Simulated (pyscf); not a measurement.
Structures and frequencies: ωB97X-D3(BJ)/def2-SVP in PySCF.

Q: H₂N–NH₂ + SiH₂ [singlet] → H₂N–N=SiH₂ + H₂
Surface: singlet. Broken: H–N, H–N. Formed: N–Si, H–H. Give ΔE‡ and ΔE from r²SCAN/def2-TZVP, relative to the separated reactants.

A: ΔE‡ = 35.3 kcal/mol, ΔE = -21.2 kcal/mol. ωB97M-D3(BJ)/def2-TZVP gives 49.2 kcal/mol and -9.2 kcal/mol. Zero-point energy shifts the barrier by -3.2 kcal/mol. It is a concerted two-bond exchange, with an imaginary mode of 1657i cm⁻¹. On the reactant side the descent ends in an adduct with a N–Si contact, 35.7 kcal/mol under the separated species and 84.4 kcal/mol under the saddle at ωB97X-D3(BJ)/def2-TZVP. What is counted as formed (N–Si) is already present as a longer contact in the reactant adduct; forming that adduct is a step of its own. This saddle turned up in a search for another step; its sides and bond changes are read from the two ends of the descent. The same reactants have a lower exit, to H₂N–NH–SiH: [singlet] + H₂ (barrier +2.5 kcal/mol at ωB97M-D3(BJ)/def2-TZVP, against +49.2 kcal/mol here). H₂N–N=SiH₂ lies 81.6 kcal/mol over its isomer H₂N–Si:–NH₂ [singlet] (electronic energy, ωB97M-D3(BJ)/def2-TZVP). This is the saddle that the search found; another between the same sides may lie lower.
